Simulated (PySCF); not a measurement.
Magnesium: a sound run and one with changed settings

Sound run: Mg [Ne] 3s2, Mg⁺ [Ne] 3s1. All numbers are calculated (PySCF 2.14, scalar relativity by spin-free X2C-1e, in x2c-TZVPall (5s4p3d, 32 functions)). The sound run starts from symmetry-adapted Hartree-Fock orbitals and uses a fine grid where one is needed.

A second run was set up differently.

```tsv
species	method	sound run (hartree)	changed run (hartree)	converged
Mg	UHF	-199.91293	-199.91293	yes
Mg	B3LYP	-200.40233	-200.43247	yes
Mg	r2SCAN	-200.34270	-200.35716	yes
Mg⁺	UHF	-199.66962	-199.66962	yes
Mg⁺	B3LYP	-200.11735	-200.13877	yes
Mg⁺	r2SCAN	-200.07162	-200.07167	yes
```

Ionisation energy of Mg:

```tsv
method	sound run (eV)	changed run (eV)
UHF	6.621	6.621
B3LYP	7.755	7.992
r2SCAN	7.377	7.768
```

What was changed?
A. too few SCF iterations
B. a valence shell is frozen
C. all electrons correlated in a valence basis
D. radial grid too coarse

D. It used radial step 0.8 in ln r (0.13 in the sound run). A coarse radial grid mis-integrates the density and the exchange-correlation energy, with errors of either sign; Hartree-Fock needs no grid.
